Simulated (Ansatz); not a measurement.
The input, for Ansatz 0.2.0:

```yaml
crystal:
  periodic: [false, false, false]
  atoms:
    - {symbol: C, position_ang: [0.000000, -0.088217, 2.389201]}
    - {symbol: Si, position_ang: [0.000000, 0.111019, 0.628617]}
    - {symbol: P, position_ang: [0.000000, -0.109138, -1.444848]}
    - {symbol: H, position_ang: [0.000000, 1.311548, -1.586020]}
basis:
  gaussian: {orbitals: cc-pVDZ}
total_charge: 1
magnetization: {spin_polarized: false, initial_magnetization: 1}
correlation: {method: fic_mrcisd_q, electrons: outside_noble_gas, active_space: {window: {electrons: 9, orbitals: 9}}}
```

```sh
$ ansatz run in.yaml --threads 1 --pin off --events-out ev --progress --plain --max-ram 2393MiB
```

Output:

```
555 factors; integrals over basis functions are off by at most 1.3e-3 eV
mean field evaluation 1: about -18164.5701 eV, gradient 1.2e1 eV
mean field evaluation 2: about -18164.5751 eV, gradient 1.2e1 eV
mean field evaluation 4: about -18165.9117 eV, gradient 2.7e0 eV
mean field evaluation 8: about -18166.0151 eV, gradient 2.4e-1 eV
mean field evaluation 16: about -18165.1576 eV, gradient 1.3e0 eV
mean field evaluation 32: about -18164.6830 eV, gradient 4.5e0 eV
mean field evaluation 64: about -18165.2034 eV, gradient 2.8e-2 eV
mean field evaluation 96: about -18165.3159 eV, gradient 4.9e-1 eV
mean field evaluation 128: about -18166.0150 eV, gradient 2.4e-1 eV
mean field -18166.01717829 eV, -667.5888179333 hartree, gradient 8.5e-6 eV, S^2 0.750000; 13 other end points of the search recorded, 0 dependent functions left out
reference -18166.01717829 eV, -667.5888179333 hartree; 18, 17 occupied and 37, 38 virtual orbitals, 555 factors
state -18169.21779576 eV, -667.7064384561 hartree
contracted CI cycle   1: correlation 0.00000000 eV, 0.0000000000 hartree, residual 1.81e1 eV
contracted CI cycle   2: correlation -5.57576701 eV, -0.2049056581 hartree, residual 3.34e0 eV
contracted CI cycle   3: correlation -5.77715445 eV, -0.2123065103 hartree, residual 8.03e-1 eV
contracted CI cycle   4: correlation -5.78970959 eV, -0.2127679029 hartree, residual 2.67e-1 eV
contracted CI cycle   5: correlation -5.79102751 eV, -0.2128163356 hartree, residual 1.03e-1 eV
contracted CI cycle   6: correlation -5.79121780 eV, -0.2128233286 hartree, residual 3.56e-2 eV
contracted CI cycle   7: correlation -5.79124168 eV, -0.2128242064 hartree, residual 1.23e-2 eV
contracted CI cycle   8: correlation -5.79124467 eV, -0.2128243162 hartree, residual 4.32e-3 eV
contracted CI cycle   9: correlation -5.79124502 eV, -0.2128243290 hartree, residual 1.47e-3 eV
state -18169.21779576 eV, -667.7064384561 hartree; corrected -18175.69042250 eV, -667.9443031014 hartree
Total energy: -18175.69042250 eV, -667.9443031014 hartree
```

Ran on 1 thread of Arm Neoverse V1, shared host: 24 s wall, 0.36 GiB peak host memory.
